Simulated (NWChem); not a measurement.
System: AlCl$_{3}$; SMILES [Cl][Al]([Cl])[Cl]

```xyz
4

Al     0.0000     0.0000     0.0023
Cl    -2.0288     0.4541    -0.0001
Cl     1.4076     1.5300    -0.0001
Cl     0.6212    -1.9840    -0.0001
```
Atoms are numbered in this order, from 1.

Coordinates come from a PBE0/def2-SVP optimisation.

Question: List the 4 lowest vertical singlet excitations from PBE0/def2-SVPD, TDA (NWChem).

Answer: 
| state | energy (eV) | oscillator strength | leading excitation (squared amplitude) |
|---|---|---|---|
| S1 | 6.54 | 0.000 | HOMO → LUMO (0.99) |
| S2 | 6.76 | 0.000 | HOMO → LUMO+1 (1.00) |
| S3 | 6.95 | 0.000 | HOMO−1 → LUMO (0.97) |
| S4 | 6.95 | 0.000 | HOMO−2 → LUMO (0.97) |
